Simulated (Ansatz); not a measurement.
# C4H10: ionisation energy by level of theory

How much energy removes an electron from C4H10 at fixed geometry? The cation is run at each level and the neutral's energy taken from earlier runs.

Program: Ansatz 0.2.0, Gaussian basis. Level of theory: unrestricted cation, the program's frozen cores in correlated methods. These are calculated values, not measurements.

Plan: UKS PBE-D4/def2-TZVPP; UKS r2SCAN-D4/def2-TZVPP; UKS PBE0-D4/def2-TZVPP; UKS B3LYP-D4/def2-TZVPP; UKS wB97X-V/def2-TZVPP; UKS wB97M-V/def2-TZVPP; UKS B2PLYP/def2-TZVPP; UHF-CCSD(T)/def2-TZVPP; UHF-MP2/def2-QZVPP; extrapolation to the limit; then −ε(HOMO) from the neutral's earlier runs with LDA (SPW92), PBE-D4, revPBE-D4, BLYP-D4, r2SCAN-D4, B97M-V, PBE0-D4, B3LYP-D4, r2SCANh-D4, r2SCAN0-D4, HSE06-D4, BHLYP-D4, CAM-B3LYP-D4, LC-ωPBE, ωB97X-V, ωB97M-V.

## 1. Structure used throughout

An earlier PBE0-D4 in a triple-zeta def2 set relaxation fixed the geometry.

SMILES `CCCC`, 14 atoms, charge 0, spin multiplicity 1.

Atoms are counted from 1 here; the program's logs count them from 0.

Bond lengths: C1–C2 1.519 Å, C1–H5 1.094 Å, C1–H6 1.092 Å, C1–H7 1.094 Å, C2–C3 1.520 Å, C2–H8 1.096 Å, C2–H9 1.096 Å, C3–C4 1.519 Å, C3–H10 1.096 Å, C3–H11 1.096 Å, C4–H12 1.094 Å, C4–H13 1.094 Å, C4–H14 1.092 Å. Angles: C2–C1–H5 111.1°, C2–C1–H6 111.7°, C2–C1–H7 111.1°, H5–C1–H6 107.7°, H5–C1–H7 107.4°, H6–C1–H7 107.7°, C1–C2–C3 113.1°, C1–C2–H8 109.7°, C1–C2–H9 109.7°, C3–C2–H8 109.1°, C3–C2–H9 109.1°, H8–C2–H9 105.9°, C2–C3–C4 113.1°, C2–C3–H10 109.1°, C2–C3–H11 109.1°, C4–C3–H10 109.7°, C4–C3–H11 109.7°, H10–C3–H11 105.9° and more.

## 2. Cation, UKS PBE-D4/def2-TZVPP

The input, in.yaml:

```yaml
crystal:
  periodic: [false, false, false]
  atoms:
    - {symbol: C, position_ang: [-0.953264, 1.676963, -0.250492]}
    - {symbol: C, position_ang: [-0.437894, 0.431142, 0.448338]}
    - {symbol: C, position_ang: [0.434947, -0.436007, -0.444614]}
    - {symbol: C, position_ang: [0.952240, -1.680634, 0.254917]}
    - {symbol: H, position_ang: [-1.553425, 1.416765, -1.127101]}
    - {symbol: H, position_ang: [-1.577505, 2.281830, 0.411227]}
    - {symbol: H, position_ang: [-0.126917, 2.305820, -0.594042]}
    - {symbol: H, position_ang: [-1.283393, -0.164993, 0.811631]}
    - {symbol: H, position_ang: [0.133127, 0.717220, 1.339587]}
    - {symbol: H, position_ang: [1.279547, 0.160570, -0.809273]}
    - {symbol: H, position_ang: [-0.136651, -0.723452, -1.335051]}
    - {symbol: H, position_ang: [0.126891, -2.309203, 0.601386]}
    - {symbol: H, position_ang: [1.554378, -1.418882, 1.129705]}
    - {symbol: H, position_ang: [1.575116, -2.286341, -0.407320]}
basis:
  gaussian: {orbitals: def2-TZVPP}
total_charge: 1
magnetization: {spin_polarized: true, initial_magnetization: 1}
hamiltonian: {xc: pbe, dispersion: d4}
```

The run is started by

```console
$ ansatz run in.yaml --threads 2 --pin off --events-out ev --progress --plain --max-ram 20480MiB --backend cpu
```

The runs that follow: Cation, UKS r2SCAN-D4/def2-TZVPP; Cation, UKS PBE0-D4/def2-TZVPP; Cation, UKS B3LYP-D4/def2-TZVPP; Cation, UKS wB97X-V/def2-TZVPP; Cation, UKS wB97M-V/def2-TZVPP; Cation, UKS B2PLYP (frozen core)/def2-TZVPP; Cation, UHF-CCSD(T)/def2-TZVPP; Cation, UHF-MP2/def2-QZVPP.

**Question.** What will the summary of the whole plan be? Wanted: ionisation energy, CCSD(T)/CBS; nearest functional by difference; nearest −ε(HOMO); −ε(HOMO) of PBE; T1 of the cation.

**Answer**, as computed:

| quantity | value |
| --- | --- |
| ionisation energy, CCSD(T)/CBS | 11.67 eV |
| nearest functional by difference | ωB97X-V (-0.26 eV) |
| nearest −ε(HOMO) | LC-ωPBE (+0.09 eV) |
| −ε(HOMO) of PBE | 7.56 eV |
| T1 of the cation | 0.028 |

What this shows: By cation minus neutral, the functionals miss by 1.02 eV at most. −ε(HOMO) of PBE misses by 4.1 eV, since self-interaction lifts the level. Among orbital estimates LC-ωPBE comes nearest. Hartree-Fock falls 0.83 eV short, as the neutral has more correlation energy than the cation.
